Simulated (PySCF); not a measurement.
Geometry:
```tsv
atom	x (Å)	y (Å)	z (Å)
C1	-1.291	-0.190	0.544
C2	-0.252	0.491	0.085
C3	0.929	-0.148	-0.543
Cl4	2.426	0.227	0.374
H5	-2.150	0.307	0.978
H6	-1.321	-1.274	0.497
H7	-0.230	1.576	0.152
H8	1.104	0.224	-1.553
H9	0.834	-1.233	-0.570
```

No relativistic terms, a single conformation, no solvent model, fast rotation and ring inversion assumed for equivalent nuclei. PBE0-D3(BJ)/def2-TZVP geometry; NMR shieldings at B97-2/pcSseg-2/GIAO; PySCF 2.14.

Shifts are taken against calculated references (same method and geometry level): TMS for 13C (σ = 185.38 ppm), 1H (σ = 31.64 ppm); 35Cl (σ = 941.52 ppm) vs HCl.

| atoms | nucleus | count | δ (ppm) |
| --- | --- | --- | --- |
| H8/H9 | 1H | 2 | 4.05 |
| H7 | 1H | 1 | 6.33 |
| C3 | 13C | 1 | 53.1 |
| C1 | 13C | 1 | 125.2 |
| C2 | 13C | 1 | 146.2 |
| H6 | 1H | 1 | ? |
| Cl4 | 35Cl | 1 | ? |
| H5 | 1H | 1 | 5.40 |

Complete the table.

## Answers


- H6: 5.52 ppm, hydrogen on a terminal =CH2 carbon; olefinic region
- Cl4: 120 ppm, chlorine bonded to C

Carbons that carry Cl, above all several Cl atoms, come out too deshielded, partly because spin–orbit coupling is missing. Shifts are as computed. Against solution values, carbons near 30 ppm lie about +3 ppm off and those near 130 ppm about +7 ppm; carbons on Cl a further +5 ppm. Of 1211 compounds with measured shifts, 218 miss one by over three times the rms of a fit or turn the order of signals round; such compounds aren't used in these exercises.
